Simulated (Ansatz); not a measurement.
Cubic perovskite BaTiO3 (cubic high-temperature phase), treated with HSE06 in Ansatz (PAW).

Run with plane-wave cutoff 460 eV, 6×6×6 k mesh, Fermi–Dirac smearing 0.01 eV, no spin polarisation, scalar-relativistic PAW data made under PBE.

The cell has the measured lattice: a = 4.001 Å, b = 4.001 Å, c = 4.001 Å, α = 90.00°, β = 90.00°, γ = 90.00°.

What does this level give for the band gap and smallest direct gap on the k points sampled?


band gap: 3.21 eV (on the SCF k mesh)
smallest direct gap on the k points sampled: 3.29 eV

Measured, for comparison: band gap 3.2 eV (temperature not stated, no zero-point or thermal correction; as tabulated in Matsushita et al. (2011), arXiv:1104.2769).

Note: held by symmetry at 0 K, a high-temperature phase can be a saddle point; cell and atoms aren't relaxed at this level (pressure -3.2 GPa).

Spin–orbit coupling is not included.

The computed numbers hold no vibrational or temperature effects.

Ansatz is an electronic-structure program.
